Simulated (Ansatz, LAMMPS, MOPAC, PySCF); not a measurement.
**Ladder of methods for the bulk modulus of diamond-structure Ge**

Reference value: 77.3 GPa (measured, low-temperature value with the zero-point effect removed, our sources range from 77.3 to 79.4; as tabulated in Tanner et al. (2021), arXiv:2110.11888).

```tsv
level (code)	value (GPa)	cell (Å³/atom)	error (%)
PM6 semi-empirical Hartree-Fock (MOPAC)	138	22.47	+79
SNAP Ge_Zuo_JPCA2020.snap (LAMMPS)	60.9	24.05	-21
LDA (Ansatz)	71.3	22.20	-7.8
PBE (Ansatz)	59.0	23.90	-24
rVV10 (Ansatz)	54.7	24.42	-29
r²SCAN (Ansatz)	70.8	22.84	-8.4
r²SCAN0 (Ansatz)	80.3	22.40	+3.9
r²SCANh (Ansatz)	75.2	22.64	-2.7
Hartree–Fock (Ansatz)	83.4	23.57	+7.9
MP2 (PySCF)	72.6 ± 2	22.57	-6.1
CCSD (PySCF)	71.3 ± 3	22.67	-7.8
```

Once the reference is moved by up to 2.7 % (a margin picked here for doubts on the reference and the settings) and values within 1.7 % count as equal, the nearest can be r²SCANh (-2.7 %) or r²SCAN0 (+3.9 %). Among them PM6 semi-empirical Hartree-Fock (MOPAC) (+79 %) misses by most. Within 15 %: LDA, r²SCAN, r²SCAN0, r²SCANh, Hartree–Fock, MP2, CCSD.

A ± on a computed value is a rough bar: the spread of its extrapolation, a floor set from checks against published values, or a statistical error. PM6 semi-empirical Hartree-Fock (MOPAC): the method was fitted mainly to molecules. PM6 semi-empirical Hartree-Fock (MOPAC): the run uses a supercell at the zone centre in place of a k mesh. Each level is taken at its own relaxed cell. Cutoffs and k meshes differ between the levels. Ansatz's density-functional and Hartree–Fock values are scalar-relativistic unless marked +SOC, with PAW data made under PBE.

Machine-learned potentials (SNAP Ge_Zuo_JPCA2020.snap) are trained on DFT data: a solid inside that data is no test of them.

Differences are worked out from the printed values.

Ansatz is a quantum-chemistry and plane-wave program.
